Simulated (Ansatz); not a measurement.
# CCSD(T) against full CI for several species

Each species is computed at the geometry given (Å), with frozen cores, in Ansatz 0.2.0: RHF-CCSD(T) for singlets, UHF-CCSD(T) otherwise, and full CI in the same basis. The program picks the determinant by trial CCSD, so it needn't be the lowest Hartree–Fock solution. States: O2 Σg⁻ or Δg, NH3 A', HO Π. Cases whose determinant has another symmetry than full CI's state, or whose (Q) step broke down, weren't drawn.

Problem. Judging by size, spin and bonding, rank them by the size of CCSD(T)'s error in total energy against full CI in the same basis, smallest first (an estimate).
A. O₂, triplet, 6-31G: O 0.000 0.000 0.000; O 0.000 0.000 1.246
B. HO, doublet, cc-pVTZ: O 0.000 0.000 0.000; H 0.000 0.000 0.979
C. NH3, singlet, 6-31G*: N 0.000 0.000 0.069; H 0.000 0.940 -0.319; H 0.814 -0.470 -0.319; H -0.814 -0.470 -0.319

Solution. B (11.5 meV), C (16.3 meV), A (65.0 meV).

```tsv
species	basis	correlated electrons	CCSD(T) − full CI (meV)	CCSDT(Q) − full CI (meV)	unpaired electrons (full CI)	T1	⟨S²⟩ of the determinant
HO, doublet	cc-pVTZ	7	11.5	-1.5	1.02	0.007	0.76
NH3, singlet	6-31G*	8	16.3	0.2	0.03	0.006	0.00
O2, triplet	6-31G	12	65.0	0.8	2.05	0.015	2.04
```

Unpaired electrons are Σ n²(2−n)² over natural occupations; an open shell counts its own unpaired electrons too. Frozen cores follow each run's orbitals, which moves totals by a few meV.
